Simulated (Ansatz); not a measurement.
Results of PBEsol (PAW; Ansatz, an electronic-structure program) for hcp Re.

Run with plane-wave cutoff 520 eV, 18×18×12 k mesh (along the axes of the cell as run), Fermi–Dirac smearing 0.1 eV, perturbation theory, no spin polarisation, scalar-relativistic PAW data made under PBE.

The cell has the measured lattice parameters. Conventional cell: a = 2.7610 Å, b = 2.7610 Å, c = 4.4584 Å, α = 90.00°, β = 90.00°, γ = 120.00°.

```cif
data_Re2
_chemical_formula_sum 'Re2'
_space_group_name_H-M_alt 'P 1'
_space_group_IT_number 1
_cell_length_a 2.76100
_cell_length_b 2.76100
_cell_length_c 4.45840
_cell_angle_alpha 90.000
_cell_angle_beta 90.000
_cell_angle_gamma 120.000
loop_
_space_group_symop_operation_xyz
  'x, y, z'
loop_
_atom_site_label
_atom_site_type_symbol
_atom_site_fract_x
_atom_site_fract_y
_atom_site_fract_z
_atom_site_occupancy
Re1 Re 0.66667 0.33333 0.75000 1
Re2 Re 0.33333 0.66667 0.25000 1
```

Harmonic phonon frequencies (cm⁻¹; i marks an imaginary mode):

```
q point              frequencies
-------  -----------------------
Γ               0 0 0 97 115 115
M        111 115 117 167 194 199
K        124 152 152 157 188 188
A                     (withheld)
L                     (withheld)
H                     (withheld)
```

### Question
What belongs in the gaps?

### Answer

- A, frequencies: 83 83 83 83 165 165
- L, frequencies: 100 100 125 125 188 188
- H, frequencies: 53 53 158 158 191 191

No imaginary mode appears at these points.

Note: the cell isn't this level's own, so it is under some stress, which shifts stiffness and frequencies.
